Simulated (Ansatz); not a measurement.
Two isomers of C4H6O: A = `C=C=COC`, B = `C1=CCOC1`.

Gas-phase electronic energies from Ansatz, PBE0-D4/def2-TZVP geometries. CCSD(T)/CBS is the MP2 limit (def2-TZVPP, def2-QZVPP) plus CCSD(T) − MP2 in def2-TZVPP, frozen cores. DFT in def2-TZVPP. B3LYP here is the variant with VWN-RPA as its local correlation; programs differ in this. One conformer a species, not always the lowest.

Problem. Which isomer does CCSD(T)/CBS put lower? Give the gap. (An estimate is asked.)

Solution. Computed: B, by 29.3 kcal/mol.

Problem. Give E(B) − E(A) in kcal/mol with HF/def2-TZVPP, PBE-D4, ωB97M-V, CCSD(T)/def2-TZVPP, PBE0-D4, MP2/def2-TZVPP, B3LYP-D4. (Estimate.)

Solution. The calculation gave: HF/def2-TZVPP -29.6, PBE-D4 -25.9, ωB97M-V -28.9, CCSD(T)/def2-TZVPP -28.9, PBE0-D4 -30.3, MP2/def2-TZVPP -30.6, B3LYP-D4 -24.6. None reverses the order clearly.

Largest T1 diagnostic: 0.013.

The D4 term adds −0.8 kcal/mol with B3LYP and −0.3 kcal/mol with PBE0; it sums over pairs of atoms, weighted by their polarisabilities, and B3LYP, whose exchange is more repulsive, gets the larger term. From PBE to PBE0 (25 % exact exchange), in def2-TZVPP and without D4, E(B) − E(A) moves by −4.6 kcal/mol.
